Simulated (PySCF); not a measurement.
LiF, SMILES [Li][F].

Geometry: PBE0-D3(BJ)/def2-TZVPD.

Two levels are set side by side: TDA-PBE/def2-TZVPD (PySCF) and TDA-B3LYP/def2-TZVPD (PySCF). Vertical, same geometry. The lowest singlet is HOMO−1→LUMO 100 % with PBE and HOMO−1→LUMO 99 % with the other functional; states are paired by order. Differences are taken from unrounded values.

```tsv
quantity	TDA-PBE
lowest singlet excitation (eV)	4.52
lowest triplet excitation (TDA) (eV)	4.45
```

Question: These are the TDA-PBE values. What does TDA-B3LYP give? (Estimate from the structure and the level; the computed values follow.)

Answer: 
```csv
quantity,TDA-B3LYP,TDA-PBE minus TDA-B3LYP
lowest singlet excitation (eV),5.32,-0.80
lowest triplet excitation (TDA) (eV),5.30,-0.85
```

A lower first singlet is the usual sign of a functional without exact exchange. Differences between two approximate levels are no errors against the true value.

Rough cost on one machine, each run with all the roots and properties that it gave: TDA-B3LYP against TDA-PBE within a factor of 2.
